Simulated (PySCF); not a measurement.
C₅H₇S (doublet state).
Atom-mapped SMILES: `[H]/[C:1]=[C:2](/[CH3:3])[CH2:4][CH:5]=[S:6]` (hydrogens: H7 on C1; H8, H9, H10 on C3; H11, H12 on C4; H13 on C5)

Geometry (GFN2-xTB, Å), atoms numbered from 1 in this order:
```
atom  x, y, z in Å
C1    -1.209    0.498   -1.455
C2    -0.680    0.178   -0.336
C3    -1.235   -0.750    0.698
C4     0.697    0.819    0.108
C5     1.746   -0.172   -0.128
S6     2.255   -1.240    0.993
H7    -1.080    1.053   -2.349
H8    -1.579   -0.180    1.559
H9    -0.460   -1.437    1.033
H10   -2.067   -1.319    0.296
H11    0.594    1.051    1.168
H12    0.859    1.724   -0.474
H13    2.154   -0.227   -1.132
```

The hyperfine couplings belong to this conformer and change with its torsions.

Computed, not measured: PySCF, UKS B3LYP, pcH-1 on C H S, non-relativistic, mean-field spin-orbit, GIAO. The structure is a single GFN2-xTB conformer in the gas phase; no vibrational or solvent corrections. The geometry wasn't refined by DFT: couplings that depend on bond lengths, twists or pyramidal angles can differ widely from those at the functional's own minimum. Stability of the SCF solution: not tested.

Problem. What is the g tensor, term by term?

Solution. 
```csv
Δg (ppm),1,2,3
relativistic mass correction,-156,-156,-156
gauge correction,-1,2,38
orbital Zeeman/spin–orbit,109,1043,3618
total,-48,889,3500
```

So g = 2.00227, 2.00321, 2.00582 and g_iso = 2.00377; the tensor is rhombic: the two nearest values differ by 26 % of g3 − g1. 

Problem. At 33.957 GHz, how far is the centre of the isotropic spectrum from where a free electron (g = 2.002319) resonates?

Solution. B = hν/(g μB) with μB/h = 13.99624 MHz/mT gives 1211.67 mT for the free electron and 1210.80 mT at g_iso, 0.88 mT lower.

Problem. How much does each term add to the isotropic shift?

Solution. The orbital-Zeeman/spin–orbit term 1590, the mass correction -156 and the gauge correction 13 ppm, for a total of 1447 ppm. The orbital-Zeeman/spin–orbit term is the largest in size. The mass correction is the same along every axis, so the anisotropy comes from the other two: their spans along these axes are 40 (gauge) and 3509 ppm (orbital Zeeman/spin–orbit).

Problem. In a frozen sample, at which fields do the three g values resonate at 9.5, 34, 94 and 263 GHz (hyperfine left aside), and which band first spreads them over more than twice a line width of 1.0 mT?

Solution. 
```csv
band,GHz,B(g3) mT,B(g2) mT,B(g1) mT,spread mT
X,9.5,338.39,338.83,338.99,0.60
Q,34.0,1211.09,1212.67,1213.23,2.15
W,94.0,3348.30,3352.67,3354.23,5.93
J,263.0,9368.12,9380.33,9384.72,16.60
```

The spread grows in proportion to the frequency. Q band is the first where it exceeds 2.0 mT.

The Mulliken spin populations are largest on C1 (+1.02), C2 (-0.17), C4 (+0.09) and S6 (+0.06). C1 is the only atom above +0.15. The positive populations add up to 1.21 and the negative ones to -0.21, together 2S = 1.

The HOMO–LUMO gaps are 3.70 eV among the α and 3.44 eV among the β orbitals.

The run took 45 s (grids of density and orbitals included) on Arm Neoverse V2, one thread (shared host), and the process peaked at 0.84 GiB of memory.
